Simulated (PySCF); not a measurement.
Computed with B3LYP-D3(BJ)/def2-TZVP (PySCF 2.14.0). Isolated molecules, 0 K electronic values unless said otherwise. One relaxed conformer stands for a flexible species; it need not be the lowest. B3LYP has the VWN-RPA correlation part, as in Gaussian. Excitations are Tamm–Dancoff values on a coarser integration grid. The basis has no diffuse functions, so Rydberg states are missing or too high.

Reference species (SMILES): `FB(S)F` (F–B–S–H torsion 0°) (neutral, multiplicity 1).

```yaml
S1–T1 gap (TDA): 0.59 eV
S1 excitation (TDA): 6.65 eV
```

Changed species: `FB(F)F` (0 of 3 F replaced by SH; the reference has 1 of 3 F replaced by SH).

What does the change do to the S1–T1 gap (TDA) and S1 excitation (TDA)?

the S1–T1 gap (TDA) falls by 0.34 eV, to 0.25 eV; the S1 excitation (TDA) goes up by 3.83 eV, to 10.48 eV.
